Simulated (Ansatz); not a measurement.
Basis-set extrapolation for C2Cl3N (`N#CC(Cl)(Cl)Cl`) (PBE0-D4/def2-TZVP geometry, frozen core, the Gaussian-basis code of Ansatz). Multiplicity 1, RHF reference.

```json
{"": "HF", "def2-TZVPP": "-1508.712512", "def2-QZVPP": "-1508.755473"}
{"": "MP2 correlation", "def2-TZVPP": "-1.067806", "def2-QZVPP": "-1.159094"}
{"": "CCSD(T) correlation", "def2-TZVPP": "-1.161726", "def2-QZVPP": "-1.250813"}
```

Energies in hartree. Use E(X) = E(∞) + A·exp(−7.88·√X) for Hartree–Fock and E(X) = E(∞) + B·X^(−2.97) for correlation, with X = 3 and 4.

What is the CCSD(T) energy at the basis-set limit?

HF limit: -1508.755473 + (-0.042961) × 0.13774 = -1508.76139. Correlation limit: -1.250813 + (-0.089087) × 0.74074 = -1.31680. Total: -1510.07819 hartree, 128.0 kcal/mol below CCSD(T)/def2-TZVPP.
